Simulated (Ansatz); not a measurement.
This Ansatz (a first-principles code) input (MP2/cc-pwCVQZ) gives -460.66152 Eh with 139 basis functions. A basis named .json is the Basis Set Exchange file of that set (core-valence sets with the plain set on hydrogen).

Ansatz 0.2 input:
```yaml
crystal:
  periodic: [false, false, false]
  atoms:
    - {symbol: Cl, position_ang: [-0.00000000, -0.00000000, -0.07122178]}
    - {symbol: H, position_ang: [0.00000000, 0.00000000, 1.21077034]}
basis:
  gaussian:
    orbitals: cc-pwCVQZ.json
magnetization: {spin_polarized: false}
correlation: {method: mp2, frozen_orbitals: {Cl: 1, H: 0}}
```

Change:
```diff
- orbitals: cc-pwCVQZ.json
+ orbitals: cc-pCVQZ.json
```

Q: What does the run give now?

A: -460.67276 Eh (MP2/cc-pCVQZ, 139 functions), a change of -11.24 mEh.
